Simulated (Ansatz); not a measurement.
Consider the formal loss of a carbene: `CCCC(C)(C)C` → `CCC(C)(C)C` + `[CH2]` (triplet).

Program: Ansatz. Geometries: PBE0-D4/def2-TZVP. ΔE: electronic, gas phase. CBS: MP2 limit from def2 TZ/QZ plus the TZ coupled-cluster correction, frozen cores. This one scheme is used for every species. Triplets are unrestricted, without spin–orbit coupling. One conformer a species, not always the lowest.

`CCCC(C)(C)C`:

Z-matrix (Å, degrees):
```
C
C 1 1.520
H 1 1.094 2 111.1
H 1 1.092 2 111.6 3 120.2
H 1 1.094 2 111.1 3 -119.5
C 2 1.520 1 112.0 3 59.8
H 2 1.095 1 109.2 3 -178.1
H 2 1.095 1 109.2 3 -62.3
C 6 1.535 2 117.1 1 179.9
H 6 1.098 2 108.6 1 57.2
H 6 1.098 2 108.6 1 -57.4
C 9 1.527 6 107.9 2 180.0
C 9 1.527 6 110.8 2 60.9
C 9 1.527 6 110.8 2 -60.9
H 12 1.094 9 111.0 6 60.0
H 12 1.094 9 111.0 6 -60.0
H 12 1.094 9 111.0 6 -180.0
H 13 1.092 9 111.8 6 -64.8
H 13 1.094 9 110.6 6 175.5
H 13 1.094 9 111.0 6 55.9
H 14 1.094 9 110.6 6 -175.4
H 14 1.094 9 111.0 6 -55.9
H 14 1.092 9 111.8 6 64.8
```

`CCC(C)(C)C`:

Z-matrix (Å, degrees):
```
C
C 1 1.520
H 1 1.092 2 111.9
H 1 1.092 2 110.5 3 -119.4
H 1 1.092 2 111.9 3 121.1
C 2 1.536 1 116.4 3 -60.6
H 2 1.097 1 109.0 3 61.8
H 2 1.097 1 109.0 3 177.0
C 6 1.526 2 110.7 1 -60.9
C 6 1.526 2 110.7 1 60.8
C 6 1.526 2 108.0 1 180.0
H 9 1.092 6 111.8 2 64.4
H 9 1.094 6 110.6 2 -175.9
H 9 1.094 6 111.1 2 -56.3
H 10 1.094 6 111.1 2 56.3
H 10 1.092 6 111.8 2 -64.4
H 10 1.094 6 110.6 2 175.9
H 11 1.094 6 111.0 2 60.0
H 11 1.094 6 111.0 2 -60.0
H 11 1.094 6 111.0 2 -180.0
```

`[CH2]` (triplet):

Cartesian coordinates in Å:
```
C -0.234 0.053 0.136
H -0.393 -0.557 -0.739
H 0.628 0.504 0.604
```

```tsv
species	CCSD(T)/CBS(def2) energy (Eh)
`CCCC(C)(C)C`	-276.02909
`CCC(C)(C)C`	-236.76806
`[CH2]` (triplet)	-39.09499
```

Question: Work out ΔE.

Answer: ΔE = (-236.76806) + (-39.09499) − (-276.02909) = 0.16604 Eh = +435.9 kJ/mol.

Largest T1 diagnostic among the species: 0.011.

From PBE to PBE0 (25 % exact exchange), in def2-TZVPP and without D4, ΔE moves by −6.8 kJ/mol. Leaving LDA and LC-ωPBE aside and taking each functional with its dispersion term where it has one, the values, not all of them listed here, spread over 37.5 kJ/mol, from r2SCAN0-D4 to ωB97X-V. LDA lies +74.7 kJ/mol from PBE without D4.
